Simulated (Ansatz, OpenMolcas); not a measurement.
# The same job for OpenMolcas

Ansatz 0.2.0 runs this on Si2H6O (SMILES [SiH3]O[SiH3]):

molecule.yaml:
```yaml
basis:
  gaussian:
    orbitals: cc-pVDZ
crystal:
  periodic: [false, false, false]
  atoms:
    - symbol: Si
      position_ang: [-0.880661, 1.196907, -1.020638]
    - symbol: O
      position_ang: [0.425550, 0.090990, -0.245380]
    - symbol: Si
      position_ang: [0.775570, -1.038810, 0.881750]
    - symbol: H
      position_ang: [-1.957641, 0.370827, -1.626778]
    - symbol: H
      position_ang: [-0.231011, 2.016667, -2.071338]
    - symbol: H
      position_ang: [-1.476541, 2.087007, 0.010212]
    - symbol: H
      position_ang: [2.224270, -1.343130, 0.800010]
    - symbol: H
      position_ang: [-0.009310, -2.275600, 0.628780]
    - symbol: H
      position_ang: [0.448290, -0.527870, 2.238910]
hamiltonian:
  xc: hf
accuracy: high
output: {orbitals: {seedname: orbitals}}
```

```bash
$ ansatz run molecule.yaml --threads 1 --pin off --max-ram 3480MiB --events-out events.jsonl --progress --plain --runs-dir runs
```

One bond was lengthened or shortened from a relaxed shape.

It gives a total energy of -656.265787 Eh.

Q: Translate the job to OpenMolcas 26.06 as an input file of the program's own.

A: This input was run:

step1.input:
```
&GATEWAY
 BasLib
 $CurrDir
 Coord
 9
 angstrom
 Si      -0.880661       1.196907      -1.020638
 O        0.425550       0.090990      -0.245380
 Si       0.775570      -1.038810       0.881750
 H       -1.957641       0.370827      -1.626778
 H       -0.231011       2.016667      -2.071338
 H       -1.476541       2.087007       0.010212
 H        2.224270      -1.343130       0.800010
 H       -0.009310      -2.275600       0.628780
 H        0.448290      -0.527870       2.238910
 Basis
 cc-pVDZ
 Group
 NoSym

&SEWARD

&SCF
 PrOrbitals
 1 2
```

```bash
$ export MOLCAS_MEM=1860
$ pymolcas step1.input > step1.log
```

(Basis files named in the input come from the Basis Set Exchange and aren't shown.)

Its energy is -656.265787 Eh, 0.000 mEh from the first.
